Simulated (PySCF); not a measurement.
Gas-phase reaction: 4 H₃SiCCH = 2 Si₂H₅ + C₂H₆ + 6 C

Computed with PySCF and rigid-rotor harmonic-oscillator thermochemistry at 1 bar. † marks an energy on the PBE0/def2-TZVP geometry and frequencies; other levels use their own. MP2 and CCSD(T) freeze the core. 6-31G* has spherical d functions here. Open shells (unrestricted): Si₂H₅ (multiplicity 2), C (multiplicity 3); the rest are closed-shell singlets. Spin-orbit splitting is ignored; it lowers the true energy and changes the entropy of C. B3LYP is the form with VWN-RPA correlation. Si₂H₅: computed as isolated molecules; such fragments, hydroxides, amides, oligomers or adducts are transient or little studied in the gas. MP2 isn't extrapolated to the basis-set limit. CCSD(T) isn't extrapolated to the basis-set limit.

```csv
level,"ΔH°(298 K), kJ"
B3LYP/6-31G*,3594
BLYP/def2-TZVP†,3725
CCSD(T)/def2-SVP†,…
HF/def2-TZVP†,…
MP2/def2-TZVPP†,3815
PBE/def2-SVP,3858
PBE/def2-TZVP†,…
PBE0/def2-SVP†,3703
r2SCAN/def2-TZVP†,…
ωB97M-V/def2-TZVP†,3726
```

Some entries are withheld; supply them.


- CCSD(T)/def2-SVP†, ΔH°(298 K), kJ: 3523
- HF/def2-TZVP†, ΔH°(298 K), kJ: 2581
- PBE/def2-TZVP†, ΔH°(298 K), kJ: 3841
- r2SCAN/def2-TZVP†, ΔH°(298 K), kJ: 3671
